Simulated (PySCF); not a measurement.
Compound: BH5OSi.
Bonds: B1–Si2, Si2–O3. Hydrogens: H4, H5 on B1; H6, H7 on Si2; H8 on O3.

Computed with PySCF, PBE0-D3(BJ)/def2-SVP geometry optimisation, gas phase.

Task: List the bond lengths, angles and torsions at this level.

Result: 
| bond | length (pm) |
| --- | --- |
| B1–Si2 | 200.9 |
| Si2–O3 | 167.5 |
| B1–H4, B1–H5 | 121.0 |
| Si2–H6 | 149.2 |
| Si2–H7 | 150.8 |
| O3–H8 | 96.1 |

Bonds in one row agree within 1 pm and their mean is given. A selection of angles:
| angle | degrees |
| --- | --- |
| Si2–B1–H4 | 123.3 |
| Si2–B1–H5 | 119.6 |
| H4–B1–H5 | 117.0 |
| B1–Si2–O3 | 115.1 |
| B1–Si2–H6 | 111.8 |
| B1–Si2–H7 | 105.3 |
| O3–Si2–H6 | 105.3 |
| O3–Si2–H7 | 111.7 |
| H6–Si2–H7 | 107.5 |
| Si2–O3–H8 | 115.9 |

Dihedral angles: H8–O3–Si2–B1 47° (synclinal). The mirror-image conformer, all signs reversed, is as good.

Si2 (oxygen-bound silicon) is distorted tetrahedral (angles from 105.3° to 115.1°). B1 (three-coordinate boron) is planar (angles 123.3°, 119.6° and 117.0°, sum 359.9°, 0.02 Å off the plane of its three neighbours).

Not checked by PBE0-D3(BJ)/def2-SVP frequencies. The numbers are those of one conformer (H–B1–Si2–O3 -17° and 166°, B1–Si2–O3–H 47°).

The run took 3.8 s of wall time on an AMD EPYC 9R45 with one thread, no GPU, shared host, and the process peaked at 0.31 GiB of memory. That covers the optimisation of the geometry.
